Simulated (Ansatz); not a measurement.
System: CH6Si, charge 0, singlet. CH6Si (SMILES C[SiH3]).
B3LYP-D3(BJ)/def2-TZVP minimum from Ansatz (a program for electronic structure):
```xyz
8

C      0.0034    -0.0064    -1.2421
Si    -0.0017     0.0033     0.6340
H      0.0118    -1.0282    -1.6256
H     -0.8824     0.4951    -1.6359
H      0.8840     0.5079    -1.6311
H     -0.0132     1.3943     1.1492
H     -1.2005    -0.6969     1.1567
H      1.2042    -0.6795     1.1632
```

Property: atomisation energy (electronic, to ground-state atoms), in kcal/mol. Radicals and triplets start from unrestricted determinants; spin-orbit coupling is neglected. CBS(X,Y): correlation extrapolated as X^-3, Hartree-Fock from the larger set (Q,5: extrapolated as (X+1)exp(-9√X)). A bracket is a step between two methods taken in the basis named. The functionals are non-relativistic, so their misses hold any scalar relativity. 'core' is core correlation in cc-pwCVTZ (1s frozen past Ne), 'X2C' scalar relativity in cc-pVTZ-DK, both at CCSD(T). Where a partner has so few electrons that a lower coupled-cluster level is exact, that level stands in.

CCSD(T)/CBS(cc-pV(Q+d)Z,cc-pV(5+d)Z) + [CCSDT(Q) - CCSD(T)]/cc-pV(T+d)Z + core + X2C (Ansatz) gives 628.3 kcal/mol.

**Question.** How far off this value is PBE/def2-TZVPD (Ansatz), in which direction, and which of these levels come nearer: r2SCAN/def2-TZVPD, B3LYP/def2-TZVPD, PBE0/def2-TZVPD, wB97M-V/def2-TZVPD, CCSD(T)/CBS(cc-pV(Q+d)Z,cc-pV(5+d)Z) + core + X2C?

**Answer.** PBE gives 621.5 kcal/mol, 6.8 kcal/mol below it. Differences of the others: r2SCAN/def2-TZVPD (Ansatz) -2.2; B3LYP/def2-TZVPD (Ansatz) -3.4; PBE0/def2-TZVPD (Ansatz) -7.6; wB97M-V/def2-TZVPD (Ansatz) 0.1; CCSD(T)/CBS(cc-pV(Q+d)Z,cc-pV(5+d)Z) + core + X2C (Ansatz) 0.0 kcal/mol. Nearer than PBE: r2SCAN/def2-TZVPD, B3LYP/def2-TZVPD, wB97M-V/def2-TZVPD, CCSD(T)/CBS(cc-pV(Q+d)Z,cc-pV(5+d)Z) + core + X2C.
